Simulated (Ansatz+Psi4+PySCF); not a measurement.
Two shapes of doublet CH4O(+).

Shape 1:

```xyz
6

C    -0.0471    0.6644    0.0000
O    -0.0471   -0.7585    0.0000
H    -1.0930    0.9698    0.0000
H     0.8785   -1.0485    0.0000
H     0.4371    1.0804    0.8918
H     0.4371    1.0804   -0.8918
```

Shape 2:

```xyz
6

C    -0.0562    0.6684    0.0013
O    -0.0380   -0.7584   -0.0040
H    -1.0851    0.9719    0.0057
H     0.8722   -1.0553    0.0036
H     0.4282    1.0839    0.8946
H     0.4366    1.0759   -0.8829
```

Basis set: cc-pVTZ (spherical functions). Left uncorrelated: 2 orbitals. Correlation on ROHF uses semicanonical orbitals with singles. Charge 1, multiplicity 2.

Computed with Ansatz (development build ahead of 0.2.0) and Psi4 1.11; each method stands on the lowest determinant of its kind that the runs found.

Question: Which shape is lower in energy, and by how much in each method?

Answer:

```json
{"method": "UHF", "E(2) − E(1) (eV)": "-0.028"}
{"method": "ROHF-MP2", "E(2) − E(1) (eV)": "-0.001"}
{"method": "UHF-MP2", "E(2) − E(1) (eV)": "-0.001"}
{"method": "ROHF-CCSD(T)", "E(2) − E(1) (eV)": "0.003"}
{"method": "UHF-CCSD(T)", "E(2) − E(1) (eV)": "0.003"}
```

Shape 2 is lower, bar methods that put the two within 0.005 eV.
